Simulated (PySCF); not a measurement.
hydrogen sulfide (H₂S), SMILES S. Geometry: PBE0-D3(BJ)/def2-TZVPD.

TDDFT-PBE/def2-TZVPD in PySCF puts the lowest singlet excitations at 5.79, 5.86, 6.98, 7.18, 7.48, 8.42 eV.

**Question.** What are the lowest excitation roots from PySCF with ADC(3)/aug-cc-pVDZ? (An estimate is asked for; the answer gives what the named calculation found.)

**Answer.** 6.06, 6.16, 7.84, 8.34, 8.77, 9.16 eV. S1 differs by 0.28 eV (second minus first; roots are paired by order, and the bases may differ).
